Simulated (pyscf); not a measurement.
H₃C–SH + H atom (H•) -> H₂S + methyl (CH₃•), a substitution at S (doublet surface; C–S broken, H–S formed). Optimised with ωB97X-D3(BJ)/def2-SVP in PySCF. MP2 and CC: frozen core, UHF for open shells. ΔMP2 is the change of the MP2 total energy from the triple- to the quadruple-zeta basis. Energies in eV from the separated reactants.

Small-basis levels: PySCF, no dispersion term, spherical d functions. AM1 to PM7: differences of heats of formation from MOPAC. Open shells are spin-unrestricted. 

```tsv
level	barrier	reaction energy
HF/3-21G	0.84	-0.73
MP2/6-31G*	0.67	-0.17
SVWN5/6-31G*	-0.30	-0.21
BP86/6-31G*	-0.11	-0.62
PBE/6-31G*	-0.01	-0.42
B3LYP/6-31G*	0.05	-0.68
M06-2X/6-31G*	0.24	-0.44
PBE/def2-SVP	-0.05	-0.52
B3LYP/def2-SVP	0.01	-0.78
PM3	-0.98	-0.81
PM6	-0.73	-0.93
PM7	-0.86	-0.92
CCSD(T)/def2-TZVPP + ΔMP2(QZVPP)	0.13	-0.73
```

Against the last row the barrier runs from -1.11 (PM3) to +0.71 eV (HF/3-21G); B3LYP/6-31G* happens to lie closest here (0.08 eV apart). At SVWN5/6-31G*, BP86/6-31G*, PBE/6-31G*, PBE/def2-SVP, PM3, PM6, PM7 this geometry lies under one side, so the entry may be no barrier of that level: it is a single point on another level's saddle. CCSD(T)/def2-TZVPP + ΔMP2(QZVPP) has limits of its own. This is the saddle that the search found; another between the same sides may lie lower. The angle at the attacked S is 156°. The CCSD(T) − MP2 part came from Ansatz, without density fitting, on the same reference.
